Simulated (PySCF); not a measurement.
Molecule: N-Methylacetamide (CNC(C)=O, C$_{3}$H$_{7}$NO).

Molfile (atoms numbered from 1):
```
C3H7NO
     RDKit          3D

 12 11  0  0  0  0  0  0  0  0999 V2000
    1.8659    0.0911    0.3058 C   0  0  0  0  0  0  0  0  0  0  0  0
    0.5307   -0.3971    0.0795 N   0  0  0  0  0  0  0  0  0  0  0  0
   -0.5255    0.4586    0.0501 C   0  0  0  0  0  0  0  0  0  0  0  0
   -1.8716   -0.1728   -0.2285 C   0  0  0  0  0  0  0  0  0  0  0  0
   -0.3860    1.6548    0.2138 O   0  0  0  0  0  0  0  0  0  0  0  0
    2.1341    0.8632   -0.4322 H   0  0  0  0  0  0  0  0  0  0  0  0
    1.9661    0.5472    1.3044 H   0  0  0  0  0  0  0  0  0  0  0  0
    2.5777   -0.7408    0.2253 H   0  0  0  0  0  0  0  0  0  0  0  0
    0.3751   -1.3864   -0.0456 H   0  0  0  0  0  0  0  0  0  0  0  0
   -2.6237    0.3166    0.4036 H   0  0  0  0  0  0  0  0  0  0  0  0
   -1.8967   -1.2582   -0.0557 H   0  0  0  0  0  0  0  0  0  0  0  0
   -2.1462    0.0239   -1.2763 H   0  0  0  0  0  0  0  0  0  0  0  0
  1  2  1  0
  2  3  1  0
  3  4  1  0
  3  5  2  0
  1  6  1  0
  1  7  1  0
  1  8  1  0
  2  9  1  0
  4 10  1  0
  4 11  1  0
  4 12  1  0
M  END
```

Spin–spin couplings on one PBE0-D3(BJ)/def2-SVP geometry, PySCF 2.14.0 with density-fitted response routines, gas phase, non-relativistic, equivalent pairs averaged (spin–dipole term only in couplings to heteroatoms); isotopes 13C, 1H, 15N, 17O; functional B3LYP.

Q: How do the couplings (Hz) change with the basis set? Times are CPU seconds on shared hosts with different chips, so compare them loosely. Far from the basis limit: 6-31G*, pcJ-0, 6-31G-J, def2-TZVP, cc-pVTZ.

A: 
```tsv
basis set	functions	1J(C1,H6)	1J(C4,H10)	1J(N2,H9)	1J(C3,C4)	1J(N2,C3)	1J(C1,N2)	1J(C3,O5)	core-s
6-31G*	84	149.5	144.2	-87.1	65.6	-20.6	-18.9	8.4	5.9
pcJ-0	86	122.5	115.4	-79.9	43.6	-7.9	-10.0	53.3	5.5
6-31G-J	88	147.5	138.3	-98.4	54.9	-15.1	-14.1	44.0	6.2
def2-TZVP	197	135.6	126.8	-88.8	55.1	-15.2	-12.6	31.8	19
pcJ-1	205	143.6	134.0	-96.1	55.0	-16.0	-14.4	28.4	17
cc-pVTZ	248	127.2	118.6	-83.0	48.0	-17.2	-8.5	14.1	26
```

The Fermi-contact term samples the wavefunction at the nucleus, which is why sets with added tight s functions (names with J) are made for couplings.
